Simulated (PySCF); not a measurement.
**C$_{5}$H$_{10}$: full NMR table**

```
Formula                               : C5H10
SMILES                                : C=CCCC
InChI                                 : InChI=1S/C5H10/c1-3-5-4-2/h3H,1,4-5H2,2H3
Point group of the computed structure : C1
Degrees of unsaturation               : 1
Carbon signals                        : 5
Proton signals                        : 6
```

Bonds (- single, = double, # triple, : aromatic): C1=C2 1.319 Å, C2-C3 1.495 Å, C3-C4 1.532 Å, C4-C5 1.523 Å. C1 carries H6, H7; C2 carries H8; C3 carries H9, H10; C4 carries H11, H12; C5 carries H13, H14, H15. H6 is cis to C3; H7 is trans to C3.

[PySCF 2.14.0 with density-fitted response routines: GFN2-xTB geometry; J: B3LYP/pcJ-1 (without the spin–dipole term); GIAO PBE0/pcSseg-1 shieldings; a single conformation; no relativistic terms; no solvent; one averaged value for each set of equivalent atoms]

δ = σ(ref) − σ, references computed at the same level: TMS for $^{1}$H (σ = 31.72 ppm), $^{13}$C (σ = 186.93 ppm).

| carbon | δC, type | δH (multiplicity, J in Hz) | HMBC from (abs. J ≥ 3 Hz) | span of the C tensor (ppm) |
| --- | --- | --- | --- | --- |
| C1 | 120.2, CH2 | H6 5.37 (dt, 17.5, 1.6); H7 5.20 (dt, 11.3, 1.2) | H9/H10 | 201 |
| C2 | 148.9, CH | 6.20 (ddt, 17.5, 11.3, 7.8) | H9/H10 | 242 |
| C3 | 43.8, CH2 | 2.02 (qt, 7.5, 1.4) | H8, H6, H7, H11/H12, H13/H14/H15 | 40 |
| C4 | 29.0, CH2 | 1.36 (sext, 7.6) | H9/H10, H13/H14/H15 | 24 |
| C5 | 17.3, CH3 | 1.07 (t, 7.7) | H11/H12 | 28 |

Selected couplings (Hz, signed; the shortest-range and largest first, 30 at most; isotopes $^{13}$C, $^{1}$H): $^{1}J$(C1,H7) 162.5, $^{1}J$(C1,H6) 160.5, $^{1}J$(C2,H8) 157.2, $^{1}J$(C4,H11) 134.1, $^{1}J$(C3,H9) 133.0, $^{1}J$(C5,H13) 131.3, $^{1}J$(C1,C2) 78.1, $^{1}J$(C2,C3) 42.6, $^{1}J$(C4,C5) 33.6, $^{1}J$(C3,C4) 33.4, $^{2}J$(C2,C4) -1.9, $^{3}J$(H6,H8) 17.5, $^{3}J$(H7,H8) 11.3, $^{3}J$(H8,H9) 7.8, $^{3}J$(H11,H13) 7.7, $^{3}J$(H9,H11) 7.4, $^{3}J$(C2,C5) 6.2, $^{3}J$(C1,C4) 3.6, $^{4}J$(H6,H9) -1.6, $^{4}J$(H7,H9) -1.2.

- Carbon types of the structure: 1 × CH, 3 × CH2, 1 × CH3, which accounts for all hydrogens.
- δC 148.9: alkene CH; an sp2 carbon of a C=C bond.
- δC 120.2: terminal =CH2 carbon; the olefinic region.
- δC 43.8: allylic sp3 CH2; saturated and bonded to C and H only.
- δH 5.37, 5.20: hydrogen on a terminal =CH2 carbon; attached to an sp2 carbon and in the plane of the double bond.
- δH 2.02: hydrogen on an allylic sp3 CH2; allylic position.
- The protons at 5.37 and 6.20 share a coupling of 17.5 Hz (vicinal, trans across C=C).
- The protons at 5.20 and 6.20 share a coupling of 11.3 Hz (vicinal, cis across C=C).
- The protons at 6.20 and 2.02 share a coupling of 7.8 Hz (vicinal).
- The protons at 1.36 and 1.07 share a coupling of 7.7 Hz (vicinal).

Multiplet labels drop couplings under 1 Hz and merge nearly equal ones. Unscaled 3J(H,H) at this level run about 10 % above measured values. Shifts are as computed. Against solution values, carbons near 30 ppm lie about +3 ppm off and those near 130 ppm about +5 ppm. Of 1211 compounds with measured shifts, 218 miss one by over three times the rms of a fit or turn the order of signals round; such compounds aren't used in these exercises. Couplings across =CH–CH2 type bonds come from one rotamer and its mirror image, and can be 1–2 Hz further off. Chain 3J(H,H) values assume equally populated staggered rotamers: (2 J gauche + J anti)/3.
